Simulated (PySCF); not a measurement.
Species: 4-methyloxazole, C₄H₅NO.
InChI=1S/C4H5NO/c1-4-2-6-3-5-4/h2-3H,1H3

The closed-shell ground state was solved at several levels (PySCF, density fitting, gas phase, non-relativistic). Isolated species at its PBE0-D3(BJ)/def2-TZVP geometry, gas phase.

```tsv
level	basis functions	HOMO (eV)	LUMO (eV)	gap (eV)	dipole (D)
wB97X-D/pcSseg-2	286	-8.87	1.78	10.65	1.41
KT3/pcSseg-2	286	-5.97	-1.01	4.96	1.33
PBE0/pcSseg-2	286	-7.06	-0.05	7.01	1.39
```

(1) What might B97-2/pcSseg-2 (286 basis functions) give for the same quantities?

(2) Over all these levels, which gives the widest orbital gap and which the narrowest?

(3) In the pcSseg-2 basis, how does the gap go with the fixed share of exact exchange?

(4) How far do the dipole and the HOMO energy spread over the levels?

## Answers

(1) HOMO -6.80 eV, LUMO -0.11 eV, gap 6.69 eV, dipole 1.38 D.

(2) wB97X-D/pcSseg-2 (range-separated hybrid) has the widest, 10.65 eV, and KT3/pcSseg-2 (GGA) the narrowest, 4.96 eV. From the narrowest to the widest the HOMO moves by -2.90 eV and the LUMO by +2.79 eV.

(3) KT3 (0 %) 4.96 eV; B97-2 (21 %) 6.69 eV; PBE0 (25 %) 7.01 eV. Each rise in the share widens the gap here.

(4) The dipole runs from 1.33 to 1.41 D (mean 1.38 D) and the HOMO from -8.87 to -5.97 eV.
